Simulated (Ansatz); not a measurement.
**Structure relaxation of Cs₂C₃**

All numbers below come from DFT PBE, scalar-relativistic, plane waves, PAW (Ansatz 0.2.0). Cutoff 420 eV, Γ-centred k mesh, Gaussian smearing, no spin polarisation in the final step.

Cs₂C₃ was placed on the sites of a reported La2O3 cell (P321, No. 150), with Cs in place of La, C in place of O, at a guessed volume.

```
Cs C
1.0
     4.29586    0.00000    0.00000
    -2.14793    3.72033    0.00000
     0.00000    0.00000    6.68974
Cs C
2 3
Cartesian
  0.0000 2.4802 1.6724
  2.1479 1.2401 5.0173
  0.5370 0.9301 0.0000
  3.2219 0.0000 0.0000
  -1.6109 2.7902 0.0000
```

Cell and atoms relax at zero pressure; the relaxation can't lower the symmetry of the start. After a coarse first stage the cell is made exact in the group found at 0.06 Å.

Formation energies are uncorrected and refer to the elements' standard structures at the same level.

(1) Which crystal results?

(2) What are its volume, energy, density and gap?

Results:

(1) It keeps P321 (No. 150), but not the shape of the type it started on. Conventional cell: a = 6.106 Å, c = 4.884 Å. Cs is coordinated by 3 C at 3.14 Å; around C lie 2 C at 1.43 Å.

Space group P321 (No. 150). a = 6.106 Å, b = 6.106 Å, c = 4.884 Å, α = 90.00°, β = 90.00°, γ = 120.00°
| atom | site | symmetry | x | y | z |
| --- | --- | --- | --- | --- | --- |
| Cs | 2d | 3.. | 0.3333 | 0.6667 | 0.2750 |
| C | 3e | .2. | 0.1352 | 0.1352 | 0.0000 |

(2) The volume per atom is 31.54 Å³, the density is 3.18 g/cm³ and the energy over the elements is 0.805 eV/atom. The gap on the 6×6×6 mesh is 2.30 eV.

The final run used a 6×6×6 mesh on its 5-atom cell and 0.02 eV smearing. A structure relaxed within its symmetry needn't be a true minimum. The steps took about 4 core-minutes in all.